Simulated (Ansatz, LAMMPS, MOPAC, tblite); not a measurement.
## Wurtzite CdSe: properties by level of theory

Reference values: lattice constant a 4.298 Å (measured, temperature not stated, no zero-point or thermal correction; as tabulated in PVEducation, CdSe (wurtzite), citing its ref. 1); lattice parameter c 7.015 Å (measured, temperature not stated, not corrected to a static lattice; as tabulated in PVEducation, CdSe (wurtzite), citing its ref. 1).

```json
[
 {"level (code)": "ionic model grunwald2012 (rigid ions, LAMMPS)", "equilibrium lattice constant a (Å)": "4.377", "lattice parameter c (Å)": "6.958"},
 {"level (code)": "GFN1-xTB (tblite)", "equilibrium lattice constant a (Å)": "4.384", "lattice parameter c (Å)": "7.142"},
 {"level (code)": "GFN2-xTB (tblite)", "equilibrium lattice constant a (Å)": "4.460", "lattice parameter c (Å)": "7.281"},
 {"level (code)": "PM7 semi-empirical Hartree-Fock (MOPAC)", "equilibrium lattice constant a (Å)": "4.669", "lattice parameter c (Å)": "6.577"},
 {"level (code)": "PBE (Ansatz)", "equilibrium lattice constant a (Å)": "4.383", "lattice parameter c (Å)": "7.154"}
]
```

Differences from the reference values (errors of the level alone only where the reference is corrected to a static lattice):

```tsv
level	lattice constant a (%)	lattice parameter c (%)
ionic model grunwald2012	+1.84	-0.81
GFN1-xTB	+2.00	+1.81
GFN2-xTB	+3.77	+3.79
PM7 semi-empirical Hartree-Fock (MOPAC)	+8.63	-6.24
PBE	+1.98	+1.98
```

Nearest: lattice constant a, not ranked (reference at room or unstated temperature); lattice parameter c, not ranked (reference at room or unstated temperature). Empirical potentials aren't ranked on values they can be fitted to.

Empirical potentials (ionic model grunwald2012) are fitted to chosen data: where that held the value shown, agreement is built in, and what lay outside the fit can be far off.

Caveats: the cell has another shape than the first-principles one, perhaps another minimum in the same group (PM7 semi-empirical Hartree-Fock (MOPAC)); the gap of the solid is closed in this run (GFN1-xTB); the method was fitted mainly to molecules (GFN1-xTB, GFN2-xTB, PM7 semi-empirical Hartree-Fock (MOPAC)); the run uses a supercell at the zone centre in place of a k mesh (GFN1-xTB, GFN2-xTB, PM7 semi-empirical Hartree-Fock (MOPAC)). Ansatz's density-functional and Hartree–Fock values are scalar-relativistic unless marked +SOC, with PAW data made under PBE.

Differences are worked out from the printed values.

Static lattice: no zero-point or thermal effects.

Ansatz is a quantum-chemistry and plane-wave program.
